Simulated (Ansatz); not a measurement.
Geometry optimisation, Ansatz, RKS B3LYP-D4/def2-SVP.

input.yaml

```yaml
crystal:
  periodic: [false, false, false]
  atoms:
    - { symbol: C, position_ang: [-0.5456, 0.3194, -0.14] }
    - { symbol: B, position_ang: [0.7086, -0.4432, 0.2487] }
    - { symbol: F, position_ang: [1.3784, -1.2226, -0.756] }
    - { symbol: H, position_ang: [-1.2892, -0.3314, -0.5297] }
    - { symbol: H, position_ang: [-0.3453, 1.0899, -0.9652] }
    - { symbol: H, position_ang: [-0.9887, 0.9183, 0.7334] }
    - { symbol: H, position_ang: [1.143, -0.3983, 1.3631] }
basis:
  gaussian: { orbitals: def2-SVP }
hamiltonian:
  xc: b3lyp
  dispersion: d4
relax:
  f_tol: 0.02
  max_steps: 40
scf:
  lower_state_search: "off"
```

Command:

```bash
$ ansatz run input.yaml --threads 1 --pin off --max-ram 2048MiB --backend cpu --events-out ev --progress --plain --runs-dir out
```

**Question.** Where does it end, and by what steps?

**Answer.** It converged. The force dipped under the threshold on the way, but the program's further checks kept it going. After 22 steps the energy has fallen by 0.360 eV; F3 moved furthest, 0.66 Å.

```
step  energy less start (eV)  largest force component (eV/Å)  accepted
   0                  0.0000                           3.024       yes
   1                 -0.2807                           1.463       yes
   2                 -0.2610                           1.032        no
   3                 -0.3362                           0.254       yes
   4                 -0.3386                           0.312       yes
   5                 -0.3451                           0.043       yes
   6                 -0.3487                           0.054       yes
   7                 -0.3498                           0.076       yes
   8                 -0.3531                           0.046       yes
   9                 -0.3414                           0.588        no
  10                 -0.3567                           0.030       yes
  11                 -0.3564                           0.276        no
  12                 -0.3577                           0.048       yes
  13                 -0.3576                           0.121        no
  14                 -0.3584                           0.025       yes
  15                 -0.3589                           0.018       yes
  16                 -0.3593                           0.059       yes
  17                 -0.3586                           0.129        no
  18                 -0.3597                           0.008       yes
  19                 -0.3599                           0.019       yes
  20                 -0.3601                           0.039       yes
  21                 -0.3601                           0.029       yes
  22                 -0.3602                           0.010       yes
```

```xyz
7
Properties=species:S:1:pos:R:3
C -0.566 0.332 -0.179
B 0.732 -0.439 0.215
F 1.025 -1.607 -0.346
H -1.187 -0.185 -0.926
H -0.297 1.332 -0.566
H -1.173 0.525 0.725
H 1.527 -0.027 1.033
```

Whether the end is a true minimum wasn't checked by a vibrational analysis.

Time of the run: 28 s on 1 CPU thread of a shared host.
